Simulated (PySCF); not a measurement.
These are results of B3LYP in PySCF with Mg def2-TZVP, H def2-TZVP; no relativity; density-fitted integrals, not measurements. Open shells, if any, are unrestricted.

Problem. What shape and geometry does isolated singlet MgH2 take (every ligand bound to Mg)?

Solution. Counting electrons, magnesium keeps none of its valence electrons outside its bonds, so the VSEPR class is AX2 and the expected shape is linear (D∞h), as computed. The lowest minimum found is a singlet of D∞h symmetry with Mg–H 1.700 Å (×2); H–Mg–H 180.0°. Its harmonic wavenumbers are 456 (πu), 1613 (σg+), 1644 (σu+) cm⁻¹ and its dipole moment is 0.00 D.
